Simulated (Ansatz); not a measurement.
Results of r²SCAN (Ansatz, a quantum-chemistry and plane-wave program, plane waves, PAW) for rock-salt MgS.

Settings: plane-wave cutoff 560 eV, 12×12×12 k mesh, Fermi–Dirac smearing 0.01 eV, scalar-relativistic PAW data made under PBE.

Equation-of-state points:

```csv
V (Å³/atom),E − E_lowest (meV/atom)
16.550,17.51
16.902,7.52
17.254,1.82
17.606,0.00
17.958,1.69
18.310,6.56
18.662,14.30
```

### Question
Fit the third-order Birch–Murnaghan equation and give B0 and B′.

### Answer
V0 = 17.606 Å³/atom, B0 = 79.8 GPa, B′ = 4.0 (fit to the energies at full precision).

Measured, for comparison: bulk modulus 81 GPa, equilibrium volume per atom 17.45 Å³/atom (corrected for zero-point motion; as tabulated in Goldzak et al. (2022), arXiv:2208.04865). Computed less measured: bulk modulus -1.5 %, equilibrium volume per atom +0.9 %.
